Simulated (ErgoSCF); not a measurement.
# C4H6O2 (methyl acrylate): UKT1/DunningDZ

What is the energy change on altering one bond length of C4H6O2 (methyl acrylate) at UKT1/DunningDZ? 

Program for the calculation: ErgoSCF 3.8.

3 further runs of the same task are left out: 1 that didn't finish, 2 set aside as unsound or not needed.

### 1 The structure to begin with

C4H6O2 has 12 atoms, charge 0, and is taken as a singlet. SMILES: `C=CC(=O)OC`. The coordinates come from a PBE0-D4/def2-TZVP relaxation. This is one conformer, not always the lowest.

Bond lengths: C1–C2 1.325 Å, C2–C3 1.478 Å, C3–O4 1.203 Å, C3–O5 1.341 Å, O5–C6 1.423 Å, C1–H7 1.084 Å, C1–H8 1.083 Å, C2–H9 1.084 Å, C6–H10 1.091 Å, C6–H11 1.088 Å, C6–H12 1.091 Å. Some angles: C1–C2–C3 120.5°, C2–C3–O4 125.8°, C2–C3–O5 110.7°, O4–C3–O5 123.5°, C3–O5–C6 115.1°, C1–C2–H9 122.5°, C3–C2–H9 117.0°, C2–C1–H7 120.1°, C2–C1–H8 121.6°, O5–C6–H10 110.6°.

### 2 A single-point energy at UKT1/DunningDZ

File ergo.in:

```
# single point, C4H6O2
set_nthreads(1)
molecule_inline Angstrom
C     -2.188400     1.173500     0.033200
C     -0.898000     1.068600     0.317400
C     -0.132300    -0.126500    -0.095900
O     -0.573100    -1.071600    -0.696400
O      1.147600    -0.025700     0.290700
C      1.973000    -1.129800    -0.060300
H     -2.692500     0.379400    -0.506600
H     -2.765600     2.041400     0.327700
H     -0.356100     1.838200     0.854600
H      1.998300    -1.261200    -1.143100
H      2.964900    -0.893300     0.318300
H      1.599100    -2.048400     0.394500
EOF
scf.max_number_of_iterations = 100
charge = 0
scf.output_mulliken_pop = 1
scf.force_unrestricted = 1
XC.type = "GC2"
basis = "DunningDZ"
scf.starting_guess_disturbance = 0.02
tmpdir = "."
scf.use_diagonalization = 1
run "KT1"
```

Launch:

```bash
$ ergo ergo.in
```

Output:

```text
[...]
INDF Weighted mixed functional:
[...]
INSC Energy   1 =       -223.58478574825
[...]
INDE E_LUMO =         -0.08009846975
[...]
INSC Energy  22 =       -310.07944120951  ( diff     -0.000000000003524 )
[...]
RESC CONVERGED after  22 iterations.
RESC FINAL ENERGY:       -310.07944120951
RESC FINAL <S2> =          0.00000000000
[...]
INSC SCF: dipole_moment_x [atomic units] =       0.33156694
INSC SCF: dipole_moment_y [atomic units] =       0.35426293
INSC SCF: dipole_moment_z [atomic units] =       0.26845192
[...]
```

Run time: 29 s. Hardware: 1 thread of Arm Neoverse V1, shared host; peak memory 0.26 GiB.

### 3 The distorted shape

File job.ego:

```
set_nthreads(1)
scf.use_diagonalization = 1
XC.type = "GC2"
scf.starting_guess_disturbance = 0.02
tmpdir = "."
scf.max_number_of_iterations = 100
charge = 0
scf.force_unrestricted = 1
basis = "DunningDZ"
scf.output_mulliken_pop = 1
molecule_inline Angstrom
C       -2.237989       1.161676       0.014272
C       -0.947589       1.056776       0.298472
C       -0.181889      -0.138324      -0.114828
O       -0.622689      -1.083424      -0.715328
O        1.098011      -0.037524       0.271772
C        1.923411      -1.141624      -0.079228
H       -2.742089       0.367576      -0.525528
H       -2.815189       2.029576       0.308772
H       -0.405689       1.826376       0.835672
H        1.948711      -1.273024      -1.162028
H        2.964900      -0.893300       0.318300
H        1.549511      -2.060224       0.375572
EOF
run "KT1"
```

Launch:

```bash
$ ergo job.ego
```

Output:

```text
[...]
INDF Weighted mixed functional:
[...]
INSC Energy   1 =       -223.55982391270
[...]
INDE E_LUMO =         -0.08042731945
[...]
INSC Energy  22 =       -310.07848450158  ( diff     -0.000000000002956 )
[...]
RESC CONVERGED after  22 iterations.
RESC FINAL ENERGY:       -310.07848450158
RESC FINAL <S2> =          0.00000000000
[...]
INSC SCF: dipole_moment_x [atomic units] =       0.31393261
INSC SCF: dipole_moment_y [atomic units] =       0.35568588
INSC SCF: dipole_moment_z [atomic units] =       0.26459519
[...]
```

It took 29 s on 1 thread of Arm Neoverse V1, shared host; peak memory 0.26 GiB.

### 4 What came out

At UKT1/DunningDZ:

| quantity | value |
| --- | --- |
| first shape: total energy | -310.07944 Eh |
| first shape: dipole moment | 1.41 D |
| distorted shape: total energy | -310.07848 Eh |
| distorted shape: dipole moment | 1.38 D |
| energy change with the C6–H11 bond stretched from 1.088 to 1.142 Å | 0.026 eV |

What this shows: With the C6–H11 bond stretched from 1.088 to 1.142 Å the energy rises by 0.03 eV (2.5 kJ/mol). The first shape isn't relaxed at this level, so the change isn't measured from a minimum.
